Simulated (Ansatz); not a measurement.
Relaxed structures of CH6NSi (charge +1), singlet (PBE0-D4/def2-TZVP; forces vanish, vibrations not checked; lower isomers may exist, and structures with a doubtful reference or unclear bonds are left out; Å). Ansatz 0.2.0; basis: def2-TZVPP; cores frozen in the correlated methods.

Task: Rank them by CCSD(T) energy, lowest first, and give each one's height above the lowest. Links in brackets join atoms within 1.22 times the sum of their covalent radii (1.1 for two metals). (To be estimated.)
A.
CH₆NSi ([CH2][NH][SiH3]), total charge +1
```
9
angstrom
C -0.7818 0.6737 -1.0631
N 0.2948 0.3095 -0.4921
Si 0.4381 -0.6782 1.0721
H -1.7399 0.4020 -0.6271
H -0.7576 1.2538 -1.9823
H 1.1587 0.5967 -0.9520
H -0.9765 -0.8957 1.4230
H 1.1850 0.2173 1.9723
H 1.1793 -1.8790 0.6492
```
B.
CH₆NSi ([NH2][CH][SiH3]), total charge +1
```
9
angstrom
C -0.0590 0.1818 -0.4980
N 0.4019 1.3702 -0.4058
Si 0.1466 -1.1774 0.8464
H 0.9224 1.6779 0.4115
H -0.5996 -0.0282 -1.4222
H 0.2737 2.0645 -1.1378
H -1.2457 -1.5181 1.2045
H 0.9210 -0.5295 1.9260
H 0.8622 -2.2571 0.1357
```
C.
CH₆NSi ([CH3][NH][SiH2]), total charge +1
```
9
angstrom
C 0.4769 -0.5822 0.9198
N 0.3920 0.1990 -0.3168
Si -0.9524 0.7014 -1.1047
H -2.2532 0.3403 -0.5286
H -0.7666 1.4773 -2.3368
H 1.2982 0.4412 -0.7058
H -0.5228 -0.8106 1.2877
H 1.0137 -0.0104 1.6774
H 1.0079 -1.5150 0.7276
```

Result: By the calculation: A (0.0 kJ/mol), C (21.9 kJ/mol), B (45.1 kJ/mol). Heights count from the lowest.

The T1 diagnostic stays at or below 0.016.

For scale, one of the runs: CCSD(T)/def2-TZVPP, 188 basis functions, launched by `ansatz run in.yaml --threads 2 --pin off --events-out ev --progress --plain --max-ram 4352MiB`. The run took 31 s on 2 CPU threads of an Arm Neoverse V1 (shared host), with 1.9 GiB of host memory at its peak.
